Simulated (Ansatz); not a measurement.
A nudged elastic band was laid between two geometries of FH + H5NSi (9 atoms, charge 0, multiplicity 1).

These are results of RKS CAM-B3LYP/def2-SVP in Ansatz 0.2.0, not measurements.

```json
{"movable images": "9", "climbing image": "yes", "spring": "5.0 eV/Å²", "optimiser": "quadratic models (default)", "start path": "through a guess of the saddle point", "force threshold": "0.03 eV/Å", "iteration limit": "60", "end points": "relaxed"}
```

First end point:

```xyz
9
Properties=species:S:1:pos:R:3
Si -0.106 0.213 0.103
N 0.074 -0.091 1.836
H -0.788 -0.255 2.355
H 0.642 0.580 2.351
H 1.258 0.328 -0.463
H -0.854 1.472 -0.187
H -0.857 -0.930 -0.467
F 1.365 -2.289 1.230
H 0.928 -1.548 1.642
```

Last end point:

```xyz
9
Properties=species:S:1:pos:R:3
Si 0.367 -0.156 -0.413
N -0.143 -0.318 2.389
H -0.984 -0.745 2.777
H 0.098 0.469 2.990
H 0.760 -0.168 -1.854
H 0.438 1.246 0.054
H -0.982 -0.758 -0.317
F 1.496 -1.091 0.305
H 0.610 -1.000 2.469
```

Task: Which bonds break or form, and what moves?

Result: Bonds broken: Si1–N2, F8–H9. Bonds formed: Si1–F8, N2–H9. FH + H5NSi becomes FH3Si + H3N.

Task: What energy profile does the band end with?

Result: The run converged. The highest image is number 2 of 0 to 10, 0.61 eV above the first end and 1.23 eV above the last; the last end lies 0.63 eV below the first. A vibrational analysis at the climbing image gives one clearly imaginary mode, 703i cm⁻¹: a first-order saddle point. The orbitals stay closed-shell, which can raise the energy where a bond breaks towards radicals; this wasn't checked here.

| image | path coordinate (Å) | energy (eV) | Si1–N2 (Å) | F8–H9 (Å) | Si1–F8 (Å) |
| --- | --- | --- | --- | --- | --- |
| 0 | 0.00 | 0.00 | 1.77 | 0.95 | 3.11 |
| 1 | 0.54 | 0.15 | 1.80 | 0.98 | 2.57 |
| 2 | 1.09 | 0.61 | 1.88 | 1.23 | 2.08 |
| 3 | 1.58 | 0.21 | 1.98 | 1.68 | 1.78 |
| 4 | 2.06 | 0.01 | 2.10 | 2.09 | 1.69 |
| 5 | 2.55 | -0.09 | 2.23 | 2.22 | 1.67 |
| 6 | 3.03 | -0.30 | 2.38 | 2.32 | 1.65 |
| 7 | 3.52 | -0.53 | 2.53 | 2.44 | 1.64 |
| 8 | 4.01 | -0.62 | 2.69 | 2.58 | 1.63 |
| 9 | 4.49 | -0.63 | 2.78 | 2.44 | 1.63 |
| 10 | 4.98 | -0.63 | 2.85 | 2.34 | 1.63 |

Task: What is the geometry of the highest image?

Result: 
```xyz
9
Properties=species:S:1:pos:R:3
Si 0.074 -0.092 0.105
N 0.118 -0.171 1.981
H -0.793 -0.248 2.434
H 0.645 0.577 2.432
H 1.376 0.253 -0.509
H -0.692 1.205 -0.034
H -0.857 -1.065 -0.509
F 1.081 -1.795 0.751
H 0.710 -1.184 1.749
```

Task: What are the harmonic wavenumbers there?

Result: 703i, 293, 316, 514, 611, 619, 646, 770, 873, 887, 1030, 1050, 1075, 1512, 1519, 1936, 2114, 2270, 2299, 3535, 3618 cm⁻¹.

Time of the run: 3.2 min on 2 threads of Arm Neoverse V2 (shared host), peak memory 0.15 GiB.
